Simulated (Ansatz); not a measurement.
A run of Ansatz (development build ahead of 0.2.0) on doublet CH3 at this shape:

```xyz
4

C     0.0000    0.0000    0.0000
H     0.0000    1.0800    0.0000
H     0.9350   -0.5400    0.0000
H    -0.9350   -0.5400    0.0000
```

Its results:

```json
{
  "Converged": "yes",
  "Total energy": "-39.78799 hartree",
  "Spin squared of the determinant": "0.750",
  "Stability test": "minimum among restricted orbitals"
}
```

(1) Which input gives this output? Name the method, the orbitals and the basis set, and write the input.

Answers

(1) PBE (restricted open-shell) in pcseg-2.

```yaml
crystal:
  periodic: [false, false, false]
  atoms:
    - { symbol: C, position_ang: [0.0, 0.0, 0.0] }
    - { symbol: H, position_ang: [0.0, 1.08, 0.0] }
    - { symbol: H, position_ang: [0.935, -0.54, 0.0] }
    - { symbol: H, position_ang: [-0.935, -0.54, 0.0] }
basis:
  gaussian: { orbitals: pcseg-2 }
magnetization:
  initial_magnetization: 1
hamiltonian:
  xc: pbe
```
